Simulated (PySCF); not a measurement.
## Bond length, frequency and bond energy of P₂ by level of theory

State: ¹Σg⁺ (singlet), closed shell. Set-up: P def2-SVP; no relativity (PySCF 2.14). De refers to P + P in their high-spin ground configurations, without counterpoise correction.

```csv
Level,Re (Å),ωe (cm⁻¹),De (eV),"CPU s a point (SCF and correlation, without the integrals)"
RHF,1.857,924,1.40,0.019
RHF-MP2,1.929,730,4.16,0.026
RHF-SCS-MP2,1.925,743,4.12,n/a
RHF-CCSD,1.905,808,3.69,n/a
RHF-CCSD(T),1.919,775,4.03,0.13
PBE,1.915,783,5.17,0.25
r²SCAN,1.901,813,4.70,0.31
TPSSh,1.900,813,4.71,0.38
r²SCANh,1.893,828,4.55,0.33
B3LYP,1.899,813,4.87,0.28
PBE0,1.891,834,4.67,0.36
ωB97X,1.869,885,4.78,0.26
```

Measured (Huber and Herzberg, Constants of Diatomic Molecules (1979)): Re = 1.8934 Å, ωe = 780.77 cm⁻¹.

The bond length runs from 1.857 Å (RHF) to 1.929 Å (RHF-MP2). De spans 1.40 eV (RHF, mean field) to 5.17 eV (PBE, GGA). Correlation at CCSD(T) changes the Hartree–Fock bond energy by +2.63 eV; the triples alone change it by +0.34 eV.

Correlated steps freeze 10 core orbitals. Correlated levels converge slowly with the basis: in double zeta they bind strong bonds too weakly, by up to about 1 eV, and carry superposition errors of some tenths. Where the molecule has an RHF reference, its open-shell atoms are computed with UHF.

The whole job (state search and all levels along the bond) took about 0.64 min on 1 thread of Intel Xeon Platinum 8488C (shared host), peak memory 0.43 GiB.
